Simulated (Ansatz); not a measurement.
# BH5S: the cost of one run

The runs use Ansatz 0.2.0, Gaussian basis; single points in def2-TZVPP.

Correlated methods freeze the cores.

## (1) Where the work starts

SMILES `[BH3-][SH2+]`, 7 atoms, charge 0, spin multiplicity 1.

Atoms are counted from 1 here; the program's logs count them from 0.

Bond lengths: B1–S2 2.027 Å, B1–H3 1.263 Å, B1–H4 1.277 Å, B1–H5 1.111 Å, S2–H6 1.369 Å, S2–H7 1.420 Å. Angles: S2–B1–H3 102.8°, S2–B1–H4 102.9°, S2–B1–H5 108.2°, H3–B1–H4 110.0°, H3–B1–H5 116.7°, H4–B1–H5 114.6°, B1–S2–H6 99.0°, B1–S2–H7 95.9°, H6–S2–H7 89.4°.

As a file:

```tsv
atom	x (Å)	y (Å)	z (Å)
B1	-0.51680	-0.39410	-0.55460
S2	0.57950	1.08960	0.28590
H3	-1.70300	0.00880	-0.39490
H4	-0.28650	-1.38780	0.21380
H5	-0.17240	-0.53000	-1.60220
H6	0.25510	0.87780	1.59910
H7	1.75690	0.31670	0.46670
```

## (2) CCSD(T)/def2-TZVPP

run/in.yaml

```yaml
crystal:
  periodic: [false, false, false]
  atoms:
    - {symbol: B, position_ang: [-0.516800, -0.394100, -0.554600]}
    - {symbol: S, position_ang: [0.579500, 1.089600, 0.285900]}
    - {symbol: H, position_ang: [-1.703000, 0.008800, -0.394900]}
    - {symbol: H, position_ang: [-0.286500, -1.387800, 0.213800]}
    - {symbol: H, position_ang: [-0.172400, -0.530000, -1.602200]}
    - {symbol: H, position_ang: [0.255100, 0.877800, 1.599100]}
    - {symbol: H, position_ang: [1.756900, 0.316700, 0.466700]}
basis:
  gaussian: {orbitals: def2-TZVPP}
correlation: {method: ccsd_t}
output: {forces: true}
```

Command:

```sh
$ ansatz run in.yaml --threads 4 --pin off --events-out ev --progress --plain --max-ram 5222MiB
```

What time and memory should one allow on 4 threads of Intel Xeon 6975P-C, shared host?

About 16 s, with a peak of 1.6 GiB.
